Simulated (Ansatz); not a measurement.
```yaml
crystal:
  periodic: [false, false, false]
  atoms:
    - {symbol: B, position_ang: [-0.925886, 0.008492, 0.007393]}
    - {symbol: C, position_ang: [0.584602, -0.005362, -0.004668]}
    - {symbol: H, position_ang: [0.978960, -1.025694, -0.002766]}
    - {symbol: H, position_ang: [0.999955, 0.503618, 0.869990]}
    - {symbol: H, position_ang: [0.985815, 0.494884, -0.890895]}
basis:
  gaussian: {orbitals: def2-TZVP}
hamiltonian: {xc: pbe0}
relax: {f_tol: 0.004, max_steps: 80}
```

```sh
$ ansatz run in.yaml --threads 1 --pin off --events-out ev --progress --plain --max-ram 2176MiB
```

Steps of the relaxation (energy above the last step; positions in Å, forces in eV/Å):

```
5
step 1, 12.4 meV
B    -0.926    0.008    0.007   -0.494    0.005    0.004
C     0.585   -0.005   -0.005    0.728   -0.007   -0.006
H     0.979   -1.026   -0.003   -0.080   -0.191    0.002
H     1.000    0.504    0.870   -0.076    0.097    0.166
H     0.986    0.495   -0.891   -0.078    0.096   -0.166
```

```
5
step 2, 2.3 meV
B    -0.926    0.008    0.007   -0.219    0.002    0.002
C     0.596   -0.005   -0.005    0.364   -0.003   -0.003
H     0.975   -1.035   -0.003   -0.049   -0.042    0.001
H     0.996    0.508    0.878   -0.048    0.022    0.037
H     0.982    0.500   -0.899   -0.048    0.022   -0.037
```

```
5
step 3, 0.0 meV
B    -0.926    0.008    0.007   -0.001    0.000    0.000
C     0.605   -0.006   -0.005    0.003    0.000    0.000
H     0.972   -1.040   -0.003   -0.001    0.003    0.000
H     0.993    0.511    0.883   -0.001   -0.002   -0.003
H     0.979    0.502   -0.904   -0.001   -0.002    0.003
```

Close pairs at the end: C2–H3 1.098 Å, C2–H5 1.098 Å, C2–H4 1.098 Å, B1–C2 1.531 Å.

A stationary point of restricted PBE0 after 3 steps (its stability towards spin polarisation wasn't tested); no frequencies were run, so it isn't proven a minimum. 2.1 s on 1 thread of Intel Xeon 6975P-C, shared host.
